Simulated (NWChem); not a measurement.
All runs are NWChem calculations. System: N, charge 0, spin multiplicity 4. Its SCF solution wasn't tested for a lower state. Level: UCAM-B3LYP/def2-TZVP.

The NWChem input:

```
start mol
memory heap 200 mb stack 900 mb global 1100 mb
geometry units angstroms nocenter noautoz
  N      0.000000     0.000000     0.000000
  symmetry group D2h
end
basis spherical
  * library def2-tzvp
end
dft
  xc xcamb88 1.00 lyp 0.81 vwn_5 0.19 hfexch 1.00
  cam 0.33 cam_alpha 0.19 cam_beta 0.46
  odft
  mult 4
  direct
  iterations 100
end
task dft energy
```

Output (cleaned and shortened):

```
             Northwest Computational Chemistry Package (NWChem) 7.3.0
             --------------------------------------------------------

                                NWChem Input Module
                                -------------------

 Scaling coordinates for geometry "geometry" by  1.889725989
 (inverse scale =  0.529177249)

                             Geometry "geometry" -> ""
                             -------------------------

 Output coordinates in angstroms (scale by  1.889725989 to convert to a.u.)

  No.       Tag          Charge          X              Y              Z
 ---- ---------------- ---------- -------------- -------------- --------------
    1 N                    7.0000     0.00000000     0.00000000     0.00000000

 Effective nuclear repulsion energy (a.u.)       0.0000000000

            Nuclear Dipole moment (a.u.)
            ----------------------------
        X                 Y               Z
 ---------------- ---------------- ----------------
     0.0000000000     0.0000000000     0.0000000000

      Symmetry information
      --------------------

 Group name             D2h
 Group number             26
 Group order               8
 No. of unique centers     1

      Symmetry unique atoms

     1


 Summary of "ao basis" -> "" (spherical)
 ------------------------------------------------------------------------------
       Tag                 Description            Shells   Functions and Types
 ---------------- ------------------------------  ------  ---------------------
 *                         def2-tzvp                  on all atoms

                                 NWChem DFT Module
                                 -----------------

 Summary of "ao basis" -> "ao basis" (spherical)
 ------------------------------------------------------------------------------
       Tag                 Description            Shells   Functions and Types
 ---------------- ------------------------------  ------  ---------------------
 N                         def2-tzvp                11       31   5s3p2d1f

 Summary of "ao basis" -> "ao basis" (spherical)
 ------------------------------------------------------------------------------
       Tag                 Description            Shells   Functions and Types
 ---------------- ------------------------------  ------  ---------------------
 N                         def2-tzvp                11       31   5s3p2d1f

      Symmetry analysis of basis
      --------------------------

        ag          9
        au          1
        b1g         2
        b1u         5
        b2g         2
        b2u         5
        b3g         2
        b3u         5

  int_init: cando_txs set to always be  F

            General Information
            -------------------
          SCF calculation type: DFT
          Wavefunction type:  spin polarized.
          No. of atoms     :     1
          No. of electrons :     7
           Alpha electrons :     5
            Beta electrons :     2
          Charge           :     0
          Spin multiplicity:     4
          Use of symmetry is: on ; symmetry adaption is: on
          Maximum number of iterations: 100
          This is a Direct SCF calculation.
          AO basis - number of functions:    31
                     number of shells:    11
          Convergence on energy requested:  1.00D-06
          Convergence on density requested:  1.00D-05
          Convergence on gradient requested:  5.00D-04

              XC Information
[...]
 Numeric. integr. density =        6.999999793561

     Total iterative time =      0.2s

                  Occupations of the irreducible representations
                  ----------------------------------------------

                     irrep           alpha         beta
                     --------     --------     --------
                     ag                2.0          2.0
                     au                0.0          0.0
                     b1g               0.0          0.0
                     b1u               1.0          0.0
                     b2g               0.0          0.0
                     b2u               1.0          0.0
                     b3g               0.0          0.0
                     b3u               1.0          0.0

                    DFT Final Alpha Molecular Orbital Analysis
                    ------------------------------------------

 Vector    3  Occ=1.000000D+00  E=-4.274939D-01  Symmetry=b2u
              MO Center= -3.8D-34,  2.0D-33, -9.8D-35, r^2= 7.3D-01
   Bfn.  Coefficient  Atom+Function         Bfn.  Coefficient  Atom+Function
  ----- ------------  ---------------      ----- ------------  ---------------
     7      0.501893  1 N  py                10      0.422002  1 N  py
    13      0.273134  1 N  py

 Vector    4  Occ=1.000000D+00  E=-4.274939D-01  Symmetry=b1u
              MO Center=  2.9D-34,  2.6D-34,  2.7D-34, r^2= 7.3D-01
   Bfn.  Coefficient  Atom+Function         Bfn.  Coefficient  Atom+Function
  ----- ------------  ---------------      ----- ------------  ---------------
     8      0.501893  1 N  pz                11      0.422002  1 N  pz
    14      0.273134  1 N  pz

 Vector    5  Occ=1.000000D+00  E=-4.274939D-01  Symmetry=b3u
              MO Center=  4.4D-34,  9.0D-34, -3.3D-34, r^2= 7.3D-01
   Bfn.  Coefficient  Atom+Function         Bfn.  Coefficient  Atom+Function
  ----- ------------  ---------------      ----- ------------  ---------------
     6      0.501893  1 N  px                 9      0.422002  1 N  px
    12      0.273134  1 N  px

 Vector    6  Occ=0.000000D+00  E= 2.655319D-01  Symmetry=ag
              MO Center= -8.7D-22, -7.4D-22,  3.9D-21, r^2= 2.8D+00
   Bfn.  Coefficient  Atom+Function         Bfn.  Coefficient  Atom+Function
  ----- ------------  ---------------      ----- ------------  ---------------
     5      2.032816  1 N  s                  4     -1.812349  1 N  s
     2      0.116340  1 N  s                  1      0.057329  1 N  s
     3      0.046344  1 N  s

 Vector    7  Occ=0.000000D+00  E= 3.663923D-01  Symmetry=b2u
              MO Center= -7.9D-34,  7.3D-22,  9.4D-34, r^2= 2.8D+00
   Bfn.  Coefficient  Atom+Function         Bfn.  Coefficient  Atom+Function
  ----- ------------  ---------------      ----- ------------  ---------------
    13      1.272773  1 N  py                10     -0.694700  1 N  py
     7     -0.293111  1 N  py

 Vector    8  Occ=0.000000D+00  E= 3.663923D-01  Symmetry=b1u
              MO Center= -5.6D-34,  8.0D-34, -3.8D-21, r^2= 2.8D+00
   Bfn.  Coefficient  Atom+Function         Bfn.  Coefficient  Atom+Function
  ----- ------------  ---------------      ----- ------------  ---------------
    14      1.272773  1 N  pz                11     -0.694700  1 N  pz
     8     -0.293111  1 N  pz

                     DFT Final Beta Molecular Orbital Analysis
                     -----------------------------------------

 Vector    1  Occ=1.000000D+00  E=-1.444862D+01  Symmetry=ag
              MO Center=  1.4D-34, -4.7D-33, -5.0D-34, r^2= 2.0D-02
   Bfn.  Coefficient  Atom+Function         Bfn.  Coefficient  Atom+Function
  ----- ------------  ---------------      ----- ------------  ---------------
     2      0.627613  1 N  s                  1      0.449328  1 N  s
     3      0.028858  1 N  s

 Vector    2  Occ=1.000000D+00  E=-6.836838D-01  Symmetry=ag
              MO Center= -7.6D-51,  2.9D-49,  2.8D-50, r^2= 6.5D-01
   Bfn.  Coefficient  Atom+Function         Bfn.  Coefficient  Atom+Function
  ----- ------------  ---------------      ----- ------------  ---------------
     4      0.478570  1 N  s                  3      0.382978  1 N  s
     5      0.276174  1 N  s                  2     -0.243474  1 N  s
     1     -0.108411  1 N  s

 Vector    3  Occ=0.000000D+00  E=-4.788360D-02  Symmetry=b1u
              MO Center=  4.0D-34,  4.2D-34,  2.5D-34, r^2= 1.1D+00
   Bfn.  Coefficient  Atom+Function         Bfn.  Coefficient  Atom+Function
  ----- ------------  ---------------      ----- ------------  ---------------
    14      0.504595  1 N  pz                 8      0.412542  1 N  pz
    11      0.306757  1 N  pz

 Vector    4  Occ=0.000000D+00  E=-4.788360D-02  Symmetry=b3u
              MO Center= -9.0D-35,  1.3D-33, -1.8D-33, r^2= 1.1D+00
   Bfn.  Coefficient  Atom+Function         Bfn.  Coefficient  Atom+Function
  ----- ------------  ---------------      ----- ------------  ---------------
    12      0.504595  1 N  px                 6      0.412542  1 N  px
     9      0.306757  1 N  px

 Vector    5  Occ=0.000000D+00  E=-4.788360D-02  Symmetry=b2u
              MO Center= -5.2D-34,  6.7D-34, -1.7D-34, r^2= 1.1D+00
   Bfn.  Coefficient  Atom+Function         Bfn.  Coefficient  Atom+Function
  ----- ------------  ---------------      ----- ------------  ---------------
    13      0.504595  1 N  py                 7      0.412542  1 N  py
    10      0.306757  1 N  py

   alpha - beta orbital overlaps
   -----------------------------

   alpha      1      2      3      4      5      6      7      8      9     10
    beta      1      2      5      3      4      6      9      8      7     10
 overlap   1.000  0.998  0.980  0.980  0.980  0.998  0.980  0.980  0.980  0.790

   alpha     11     12     13     14     15     16     17     18     19     20
    beta     11     13     12     14     15     16     17     18     20     23
 overlap   0.790  1.000  1.000  1.000  0.999  0.999  0.999  0.999  0.895  1.000

   alpha     21     22     23     24     25     26     27     28     29     30
    beta     25     19     22     21     24     30     28     26     27     29
 overlap   0.922  1.000  0.922  1.000  0.895  1.000  0.994  1.000  1.000  0.994

   alpha     31
    beta     31
 overlap   1.000

     --------------------------
     Expectation value of S2:
     --------------------------
      <S2> =      3.7532 (Exact =     3.7500)

 Task  times  cpu:        0.3s     wall:        0.3s

 Total times  cpu:        0.3s     wall:        0.3s
```
